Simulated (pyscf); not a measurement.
PySCF, gas phase, ωB97X-D3(BJ)/def2-SVP geometries. MP2 and CC: frozen core, UHF for open shells. ΔMP2 is the change of the MP2 total energy from the triple- to the quadruple-zeta basis.

Q: What is the homolytic dissociation enthalpy (298 K, CCSD(T)/def2-TZVPP + ΔMP2(QZVPP)) of the F–Sn bond of `[F][SnH3]`, to F• + SnH₃•?

A: F–Sn to F• + SnH₃•: 5.11 eV. The CCSD(T) − MP2 part came from Ansatz, without density fitting, on the same reference. The frozen core leaves the outer d or s,p core shells of the metals and heavy elements correlated in the MP2 and CC values, and def2-TZVPP describes them poorly, which can shift differences by a few kcal/mol. Left out: the spin-orbit lowering of F. Elements past Kr carry the def2 core potentials, without spin-orbit coupling.
